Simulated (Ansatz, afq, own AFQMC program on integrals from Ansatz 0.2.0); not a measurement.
Atomization energy of SiBrCl, singlet, worked out

```csv
atom,x (Å),y (Å),z (Å)
Cl,0.7220,1.4325,0.5421
Si,-0.7702,0.2997,-0.3858
Br,0.0373,-1.7970,-0.1696
```

Connectivity, by distances: Cl–Si–Br.

Basis def2-TZVP. Only valence electrons are correlated. Ansatz 0.2.0 and our own AFQMC program on the same integrals; the CISD trial comes from CCSD amplitudes, and released means the phaseless constraint is let go. Error bars are statistical, one sigma. No spin–orbit coupling.

Total energies in eV. CBS is CCSD(T) at the limit of def2-TZVPP/QZVPP (extrapolated itself); the highest rung of each member is named.

Cautions: inner d shell frozen; no relativity below Rb; no spin-orbit coupling; SiBrCl (singlet): restricted determinant unstable towards unrestricted (UHF 6 meV lower, ⟨S²⟩ 0.10).

```csv
member,count,CCSD(T)/def2-TZVP,highest rung in def2-TZVP,which,CCSD(T)/CBS
Cl (doublet),+1,-12508.0402,-12508.0635,CCSDTQ,-12509.3582
Si (triplet),+1,-7862.0972,-7862.1201,FCI,-7862.5000
Br (doublet),+1,-70002.8246,-70002.8428,CCSDTQ,-70005.1209
"SiBrCl, singlet",-1,-90380.8976,-90380.9672,CCSDT(Q),-90385.3902
```

Task: Work out the best estimate of the atomization energy: the CCSD(T)/CBS difference plus the step from CCSD(T) to the highest rung.

Result: Sums with the counts: CCSD(T)/CBS 8.4111 eV, highest rung 7.9408 eV, CCSD(T)/def2-TZVP 7.9356 eV. The step is 7.9408 − 7.9356 = 0.0052 eV, so the best estimate is 8.4111 + (0.0052) = 8.4163 eV = 812.0 kJ/mol. The basis set is worth 0.475 eV of it. Zero-point, core-correlation and spin–orbit terms aren't in it. Past Ne the Hartree–Fock part of each CBS total tends to overshoot, since the cores don't follow the formula; that largely cancels in the difference.

Best estimates are given only where the step beyond CCSD(T) is under 0.3 eV and no member's determinant is very poor (T1 over 0.05, or 0.07 for open shells, ⟨S²⟩ too high by 0.3, two states mixed), so the hardest cases are missing from such tables.

CCSDT and higher add their correlation energy to the determinant of the CCSD(T) run, since their own runs factorise the integrals more tightly (a shift of under 2 meV). Each member of a difference takes its own highest rung, so a best estimate needn't equal the limit plus the step of one row.
